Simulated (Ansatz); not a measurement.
**Solid CO2 (dry ice)**

These are B3LYP (VWN-RPA form) (plane waves, PAW; Ansatz, a first-principles code) values and carry that method's errors.

Numerical settings: plane-wave cutoff 460 eV, 4×4×4 k mesh, Fermi–Dirac smearing 0.01 eV, scalar-relativistic PAW data made under PBE.

Cell: measured lattice: a = b = c = 5.5600 Å, α = β = γ = 90.00°.

```
Property                                 Value
--------  ------------------------------------
band gap  8.90 eV (on the SCF k mesh) (direct)
```

Note: cell and atoms aren't relaxed at this level (pressure 1.5 GPa).

The computed numbers hold no vibrational or temperature effects.
